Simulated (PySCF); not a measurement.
ammonia (H3N), SMILES N. The structure is a stationary point at PBE0-D3(BJ)/def2-TZVPD.

TDDFT-ωB97X/def2-TZVPD in PySCF 2.14.0 puts the lowest singlet excitations at 6.83, 9.19, 9.19, 10.49, 10.49, 10.63 eV and the lowest triplet (TDA) at 6.60 eV.

Task: What are the lowest singlet roots from EOM-CCSD/aug-cc-pVDZ (PySCF)? (An estimate is asked for; the answer gives what the named calculation found.)

Result: 6.44, 8.01, 8.01, 9.63, 10.36, 10.50 eV; triplets 6.13, 7.87, 7.87 eV. S1 differs by -0.39 eV (second minus first; roots are paired by order, and the bases may differ).
